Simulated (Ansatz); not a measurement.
Working through a polarisability from point charges of AlFH₂, SMILES [F][AlH2]

Program: Ansatz 0.2.0 through its Python package.

Run as a notebook:

In [1]:
```python
from dataclasses import dataclass
import warnings

import ansatz as az
from ase import Atoms
import numpy as np
```

In [2]:
```python
@dataclass(frozen=True)
class Options:
    basis: str = "aug-cc-pVDZ"
    functional: str = "pbe0"
```

In [3]:
```python
opts = Options()
```

In [4]:
```python
warnings.simplefilter("ignore", az.DeckWarning)
```

In [5]:
```python
atoms = Atoms(["F", "Al", "H", "H"], positions=[
    (-0.3675, -0.0451, 1.71),
    (0.0103, -0.0136, -0.0515),
    (-0.3841, -1.2739, -0.9689),
    (0.7968, 1.2723, -0.71),
])
geometry = az.Crystal.molecule_from_ase(atoms)
```

In [6]:
```python
base = geometry.calculation()
base = base.basis(gaussian=opts.basis)
base = base.functional(opts.functional)
base = base.forces()
# charges +q and -q at -R and +R make a nearly even field 2 k q / R^2 at the centre
centre = np.mean([site.position_ang for site in geometry.cartesian_sites], axis=0)
field = 2 * 14.399645 * 4.0 / 40.0 ** 2
```

In [7]:
```python
def dipole(axis, sign):
    arm = 40.0 * np.eye(3)[axis]
    pair = [{"charge": sign * 4.0, "position_ang": (centre - arm).tolist()}, {"charge": -sign * 4.0, "position_ang": (centre + arm).tolist()}]
    deck = base.input().set(az.key.basis.gaussian.point_charges, pair)
    return np.array(az.Session.from_dict(deck).plan().execute().report["charge_distribution"]["dipole_moment_e_ang"])


print(f"field {field:.4f} V/A")
alpha = np.array([(dipole(axis, 1) - dipole(axis, -1)) / (2 * field) * 14.399645 for axis in range(3)])
print("polarisability tensor (A^3)")
print(np.array2string(alpha, precision=3, suppress_small=True))
print(f"mean {np.trace(alpha) / 3:.3f} A^3 = {np.trace(alpha) / 3 / 0.14818471:.2f} bohr^3")
```
```text
field 0.0720 V/A
polarisability tensor (A^3)
[[ 4.077  0.383 -0.139]
 [ 0.385  4.682  0.048]
 [-0.14   0.048  4.611]]
mean 4.456 A^3 = 30.07 bohr^3
```

The geometry is a force-field or estimated start, not a minimum of this method, and the basis set is short of its limit. The field of two point charges is only nearly even. Run time: 7 s on 1 thread of Arm Neoverse V2, with other jobs on the host, peak memory 0.18 GiB.

(Lines on the test bed's own set-up are left out of the output.)
